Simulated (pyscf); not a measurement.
**Atom transfer: HO–Hf(OH)(F)–F + H atom (H•) → [HO–Hf(OH)–F]• + hydrogen fluoride (HF)**

Gas phase, doublet surface, charge 0. Bonds broken: Hf2–F4. Bonds formed: F4–H8. Single points on ωB97X-D3(BJ)/def2-SVP structures (PySCF, gas phase).

Transition state (Å):

```xyz
8

O      0.6677     1.5767     0.3349
Hf    -0.2877    -0.0883     0.3239
O     -1.9435    -0.0275    -0.6453
F     -0.3962    -1.0559     2.1901
F      0.8162    -1.6026    -0.1426
H      1.1544     2.3954     0.2618
H     -2.7224     0.0233    -1.1961
H      0.1259    -2.0428     2.4227
```

One imaginary mode, 2263i cm⁻¹; descent along it reached the two sides named, in the forms told below.

```tsv
bond	change	reactant side (Å)	saddle	product side
Hf2–F4	breaks	1.926	2.105	2.388
F4–H8	forms	3.4	1.140	0.969
```

Electronic energies relative to the separated reactants (kcal/mol):

```json
[
 {"level": "ωB97X-D3(BJ)/def2-TZVP", "barrier": "38.8", "reaction energy": "+24.7", "reverse barrier": "14.1"},
 {"level": "PBE/def2-TZVP", "barrier": "24.7", "reaction energy": "+20.1", "reverse barrier": "4.6"},
 {"level": "r²SCAN/def2-TZVP", "barrier": "27.5", "reaction energy": "+20.7", "reverse barrier": "6.8"},
 {"level": "B3LYP-D3(BJ)/def2-TZVP", "barrier": "27.4", "reaction energy": "+18.7", "reverse barrier": "8.8"},
 {"level": "PBE0-D3(BJ)/def2-TZVP", "barrier": "30.2", "reaction energy": "+19.5", "reverse barrier": "10.7"},
 {"level": "M06-2X/def2-TZVP", "barrier": "30.6", "reaction energy": "+14.9", "reverse barrier": "15.7"},
 {"level": "ωB97M-D3(BJ)/def2-TZVP", "barrier": "35.1", "reaction energy": "+20.4", "reverse barrier": "14.6"},
 {"level": "HF/def2-TZVP", "barrier": "55.5", "reaction energy": "+23.9", "reverse barrier": "31.6"}
]
```

With ωB97M-D3(BJ)/def2-TZVP energies and thermal terms (ideal gas, 1 atm, RRHO with modes under 100 cm⁻¹ raised to 100, one conformer, R ln 2 for rigid chiral ones), in kcal/mol:

```csv
T (K),ΔH‡,ΔG‡,ΔH,ΔG
298,35.0,41.3,+24.7,+21.9
600,34.6,47.8,+23.7,+19.5
900,34.3,54.5,+22.6,+17.7
1200,33.9,61.3,+21.5,+16.2
```

On the product side the descent ends in an adduct with a F–Hf contact, 8.7 kcal/mol under the separated species and 22.8 kcal/mol under the saddle at ωB97X-D3(BJ)/def2-TZVP. What is counted as broken (F–Hf) persists as a longer contact in the product adduct; parting that adduct is a step of its own. One saddle was located; it need not be the lowest between these sides. The angle at the transferred F is 124°: a side-on saddle, likely not the lowest. Open-shell species with a d-block atom are single-reference here; other states, and whether the spin sits on metal or ligand, were not checked. Elements past Kr carry the def2 core potentials, without spin-orbit coupling.
